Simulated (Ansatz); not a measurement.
**CH6B2 (SMILES BCB): single points off equilibrium**

An exercise on one series of results from a longer session: the logs are not shown, and one member is left open.

Program: Ansatz 0.2.0, Gaussian basis. Level of theory: single points in def2-TZVPP. These are calculated values, not measurements.

Cores are frozen in the correlated methods.

### The system as given

SMILES `BCB`, 9 atoms, charge 0, spin multiplicity 1.

Atoms are counted from 1 here; the program's logs count them from 0.

Bond lengths: B1–C2 1.609 Å, B1–H4 1.236 Å, B1–H5 1.392 Å, C2–B3 1.607 Å, C2–H6 1.298 Å, C2–H7 0.920 Å, B3–H8 1.148 Å, B3–H9 1.258 Å. Angles: C2–B1–H4 123.5°, C2–B1–H5 110.5°, H4–B1–H5 125.7°, B1–C2–B3 100.6°, B1–C2–H6 114.9°, B1–C2–H7 114.1°, B3–C2–H6 112.2°, B3–C2–H7 105.5°, H6–C2–H7 109.0°, C2–B3–H8 121.7°, C2–B3–H9 122.8°, H8–B3–H9 115.5°.

Coordinates:

```xyz
9

B    -0.5365    0.5609   -0.9448
C     0.6986   -0.1611   -0.2084
B     0.0146   -0.5617    1.1893
H    -1.4371   -0.0532   -1.5276
H    -0.3645    1.9418   -0.9436
H     1.7479    0.5845   -0.0446
H     0.9542   -0.9559   -0.5943
H     0.0788    0.1223    2.1096
H    -0.5965   -1.6480    1.3625
```

Set-up of the first run:

Input file run/in.yaml:

```yaml
crystal:
  periodic: [false, false, false]
  atoms:
    - {symbol: B, position_ang: [-0.536500, 0.560900, -0.944800]}
    - {symbol: C, position_ang: [0.698600, -0.161100, -0.208400]}
    - {symbol: B, position_ang: [0.014600, -0.561700, 1.189300]}
    - {symbol: H, position_ang: [-1.437100, -0.053200, -1.527600]}
    - {symbol: H, position_ang: [-0.364500, 1.941800, -0.943600]}
    - {symbol: H, position_ang: [1.747900, 0.584500, -0.044600]}
    - {symbol: H, position_ang: [0.954200, -0.955900, -0.594300]}
    - {symbol: H, position_ang: [0.078800, 0.122300, 2.109600]}
    - {symbol: H, position_ang: [-0.596500, -1.648000, 1.362500]}
basis:
  gaussian: {orbitals: def2-TZVPP}
correlation: {method: ccsd_t}
output: {forces: true}
```

No record of the launch command was kept for these runs.

Among the steps run: CCSD(T)/def2-TZVPP; PBE0-D4/def2-TZVPP; wB97M-V/def2-TZVPP; r2SCAN-D4/def2-TZVPP; PBE-D4/def2-TZVPP; BHLYP-D4/def2-TZVPP; BLYP-D4/def2-TZVPP.

One table of the session follows, with a row left open; its other results are not shown here.

| method | RMS force component (eV/Å) | angle to CCSD(T) forces (°) | dipole (D) |
| --- | --- | --- | --- |
| CCSD(T) | 3.057 | reference | 0.62 |
| PBE0-D4 | 3.087 | 1.8 | 0.67 |
| wB97M-V | ? | ? | ? |
| r2SCAN-D4 | 3.061 | 1.6 | 0.70 |
| PBE-D4 | 3.076 | 2.8 | 0.71 |
| BHLYP-D4 | 3.029 | 2.5 | 0.62 |
| BLYP-D4 | 2.992 | 2.1 | 0.69 |

Q: Estimate the row for wB97M-V from the others.

**Answer.** RMS force component (eV/Å): 3.053; angle to CCSD(T) forces (°): 1.3; dipole (D): 0.67. In the column «RMS force component (eV/Å)» it lies between BHLYP-D4 (3.029) and CCSD(T) (3.057).
